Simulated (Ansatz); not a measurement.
Results of PBE-D3(BJ) in Ansatz (plane waves, PAW) for 2H WS2.

Run with plane-wave cutoff 520 eV, 12×12×4 k mesh (along the axes of the cell as run), no spin polarisation, scalar-relativistic PAW data made under PBE.

Computed at the level's own relaxed cell.

```yaml
crystal:
  lattice:
    - [3.15402, 0.00000, 0.00000]
    - [-1.57701, 2.73146, 0.00000]
    - [0.00000, 0.00000, 12.14001]
  atoms:
    - { symbol: W, position: [0.66667, 0.33333, 0.75000] }
    - { symbol: W, position: [0.33333, 0.66667, 0.25000] }
    - { symbol: S, position: [0.66667, 0.33333, 0.37971] }
    - { symbol: S, position: [0.33333, 0.66667, 0.87971] }
    - { symbol: S, position: [0.33333, 0.66667, 0.62029] }
    - { symbol: S, position: [0.66667, 0.33333, 0.12029] }
```

Q: Give the elastic tensor (Voigt notation, GPa, ions relaxed, in the Cartesian axes of the cell as printed).

A: 
```
  252.7    53.1    10.4     0.0     0.0     0.0
   53.1   252.7    10.4     0.0     0.0     0.0
   10.4    10.4    65.3     0.0     0.0     0.0
    0.0     0.0     0.0    21.5     0.0     0.0
    0.0     0.0     0.0     0.0    21.5     0.0
    0.0     0.0     0.0     0.0     0.0    99.8
```

Measured, for comparison: elastic constant C33 60 ± 5 GPa (temperature not stated, no zero-point or thermal correction; as tabulated in Björkman et al. (2012), arXiv:1206.3542). Computed (rounded) less measured: elastic constant C33 +9 %. A static lattice is as a rule a little smaller and stiffer than an uncorrected measurement, which narrows the difference in the elastic constant C33 and would widen misses of the other sign.

Note: the dispersion coefficients are held fixed in the derivatives.

Spin–orbit coupling is not included.

Static lattice: no zero-point or thermal effects.

Ansatz is a first-principles code.
